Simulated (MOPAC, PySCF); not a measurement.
C3H8, SMILES `C(C)C`, neutral singlet in the gas phase. 

Cartesian coordinates (Å):
```xyz
11

C     -1.2723    -0.1294    -0.1800
C      0.0333    -0.0852     0.6097
C      1.2476     0.1927    -0.2724
H     -1.4544     0.8202    -0.6895
H     -1.2424    -0.9112    -0.9431
H     -2.1276    -0.3291     0.4684
H      0.1739    -1.0351     1.1341
H     -0.0365     0.6828     1.3858
H      1.1481     1.1529    -0.7849
H      2.1701     0.2202     0.3107
H      1.3601    -0.5786    -1.0386
```
Charge 0, multiplicity 1.

All levels are single points at this geometry (B3LYP-D3(BJ)/def2-TZVP); Pople sets use spherical d functions. Orbital energies aren't observables, and empty levels follow the basis.

```tsv
level	HOMO (eV)	LUMO (eV)	gap (eV)	dipole (D)	vertical IE, Delta-SCF (eV)
B3LYP-D3(BJ)/def2-TZVP in PySCF	-8.98	0.95	9.93	0.09	–
PBE-D3(BJ)/def2-TZVP in PySCF	-7.72	0.52	8.24	0.09	–
B3LYP/3-21G in PySCF	-8.76	3.30	12.07	0.03	–
BP86/6-31G* in PySCF	-7.68	2.01	9.69	0.06	–
SVWN5/6-31G* in PySCF	-7.52	1.86	9.37	0.06	10.97
HF/3-21G in PySCF	-12.56	7.25	19.82	0.04	–
HF/6-31G* in PySCF	-12.70	6.35	19.05	0.06	11.74
PM3 in MOPAC	-11.58	3.66	15.25	0.00	–
PM6 in MOPAC	-11.39	4.41	15.80	0.07	–
```
